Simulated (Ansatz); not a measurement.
Equilibrium of C2H6 + BH(SH)2 ⇌ CH4S + BH(CH3)(SH) at process temperatures

Gas-phase species: C2H6 (ethane) `CC`, singlet; BH(SH)2, singlet; CH4S (methanethiol) `CS`, singlet; BH(CH3)(SH), singlet. The partners trade CH3 for SH: C–CH3 and B–SH bonds give way to C–SH and B–CH3.

The electronic reaction energy at CCSD(T)/CBS estimate is +79.5 kJ/mol. Shapes: PBE0-D4/def2-TZVP. Flexible molecules stand in one conformer, not always the lowest. Programs: Ansatz 0.2.0. Enthalpy and entropy come from rigid-rotor, harmonic-oscillator sums on unscaled PBE0-D4/def2-TZVP wavenumbers, ideal gases at 1 bar. Symmetry numbers: C2H6 6, BH(SH)2 1, CH4S 1, BH(CH3)(SH) 1. R = 8.3145 J/(mol K).

| T (K) | ΔH (kJ/mol) | ΔS (J/(mol K)) |
| --- | --- | --- |
| 700 | +76.7 | +28.9 |
| 1000 | ? | ? |
| 1300 | +77.9 | +30.2 |

**Question.** Work out ln K at 700 and 1300 K, and from these estimate it at 1000 K.

**Answer.** 
1. 700 K: ΔG = +76.7 − 700 × (+28.9)/1000 = +56.5 kJ/mol; ln K = −ΔG/RT = -9.71.
2. 1300 K: ΔG = +77.9 − 1300 × (+30.2)/1000 = +38.6 kJ/mol; ln K = −ΔG/RT = -3.57.
3. Slope against 1000/T: (-3.57 − (-9.71))/(0.7692 − 1.4286) = -9.31, that is −ΔH/R with ΔH near +77 kJ/mol.
4. 1000 K: ln K = -9.71 + (-9.31) × (1.0000 − 1.4286) = -5.72.

The full sums give ΔH = +77.4 kJ/mol, ΔS = +29.8 J/(mol K), ΔG = +47.6 kJ/mol and ln K = -5.72 at 1000 K, so the line is off by 0.00 in ln K; without rounding the miss is +0.01, from the change of ΔH with temperature. The reactants are favoured over this whole range. An error of 10 kJ/mol in the energy moves ln K by 1.2 at 1000 K. Soft modes are treated as harmonic, which can err either way at these temperatures; the lowest are those of BH(SH)2 (237 cm⁻¹), CH4S (244 cm⁻¹), BH(CH3)(SH) (123 cm⁻¹). Other conformers aren't counted. Other reactions of these species are left aside. The CBS estimate extrapolates MP2 from def2-TZVPP and def2-QZVPP and adds CCSD(T) − MP2 in the triple-zeta set, cores frozen.
